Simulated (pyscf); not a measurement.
Routes from `[O]=[Si]([F])[F]` + `[OH2]`

Candidate steps break at most two bonds and form at most two. Each was searched with GFN2-xTB (tblite) first. PySCF, gas phase, ωB97X-D3(BJ)/def2-SVP geometries. MP2 and CC: frozen core, UHF for open shells. ΔMP2 is the change of the MP2 total energy from the triple- to the quadruple-zeta basis. Energies: CCSD(T)/def2-TZVPP + ΔMP2(QZVPP), kcal/mol, from the separated reactants, singlet surface; ΔG‡ with ideal gas, 1 atm, RRHO with modes under 100 cm⁻¹ raised to 100, one conformer, R ln 2 for chiral ones without a mode under 150 cm⁻¹.

```csv
products,type,ΔE‡,ΔE,ΔG‡ 298 K,ΔG‡ 900 K,ν‡ (cm⁻¹)
HO–Si(OH)(F)–F,addition across a multiple bond or ene-type step,-24.9,-82.3,-14.8,7.1,872i
O=Si(OH)–F + HF,four-centre exchange,-0.6,+3.8,–,–,664i
```

A dash marks a saddle under its separated products, where this table gives no free-energy barrier. Row 1: On the reactant side the descent ends in an adduct with a O–Si contact, 32.2 kcal/mol under the separated species and 4.5 kcal/mol under the saddle at ωB97X-D3(BJ)/def2-TZVP. Row 2: On the reactant side the descent ends in an adduct with a O–Si contact, 32.2 kcal/mol under the separated species and 29.0 kcal/mol under the saddle at ωB97X-D3(BJ)/def2-TZVP. On the product side the descent ends in an adduct with a F–Si contact, 10.2 kcal/mol under the separated species and 3.7 kcal/mol under the saddle at ωB97X-D3(BJ)/def2-TZVP. 

Plain bond fissions and candidates not yet searched are not listed, and one of them may be faster. Each barrier is that of the saddle found; lower ones may exist. The CCSD(T) − MP2 part came from Ansatz, without density fitting, on the same reference.
